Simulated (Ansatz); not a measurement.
Geometry optimisation, UKS B3LYP-D4/cc-pVDZ (Ansatz).

Input file:

```yaml
crystal:
  periodic: [false, false, false]
  atoms:
    - { symbol: O, position_ang: [0.2886, 0.0133, -1.6112] }
    - { symbol: H, position_ang: [0.1159, -0.7928, -1.1179] }
    - { symbol: H, position_ang: [-0.2284, 0.7105, -1.1982] }
    - { symbol: H, position_ang: [-0.4222, 0.1746, 1.8273] }
    - { symbol: H, position_ang: [0.2461, -0.1056, 2.1] }
magnetization:
  spin_polarized: true
basis:
  gaussian: { orbitals: cc-pVDZ }
hamiltonian:
  xc: b3lyp
  dispersion: d4
relax:
  f_tol: 0.02
  max_steps: 40
output:
  orbitals: {}
```

Launched with:

```bash
$ ansatz run input.yaml --threads 1 --pin off --max-ram 2048MiB --backend cpu --events-out ev --progress --plain --runs-dir out
```

**Question.** Where does it end, and by what steps?

**Answer.** The forces met the threshold. The force dipped under the threshold on the way, but the program's further checks kept it going. After 14 steps the energy has fallen by 0.143 eV; O1 moved furthest, 0.80 Å.

| step | energy less start (eV) | largest force component (eV/Å) | accepted |
| --- | --- | --- | --- |
| 0 | 0.0000 | 0.636 | yes |
| 1 | -0.0187 | 0.286 | yes |
| 2 | -0.0111 | 1.149 | no |
| 3 | -0.0275 | 0.018 | yes |
| 4 | -0.0216 | 0.969 | no |
| 5 | -0.0296 | 0.058 | yes |
| 6 | -0.0319 | 0.228 | yes |
| 7 | -0.0339 | 0.593 | yes |
| 8 | -0.0405 | 0.387 | yes |
| 9 | -0.0629 | 0.555 | yes |
| 10 | -0.0980 | 0.540 | yes |
| 11 | -0.1281 | 0.572 | yes |
| 12 | -0.1413 | 0.143 | yes |
| 13 | -0.1427 | 0.025 | yes |
| 14 | -0.1428 | 0.002 | yes |

```xyz
5
Properties=species:S:1:pos:R:3
O -0.315 -0.080 -1.091
H 0.428 -0.702 -1.069
H 0.128 0.783 -1.109
H -0.194 -0.018 1.260
H -0.047 0.018 2.009
```

Time of the run: 10 s on 1 thread of Arm Neoverse V1, with other jobs on the host, peak memory 0.09 GiB.
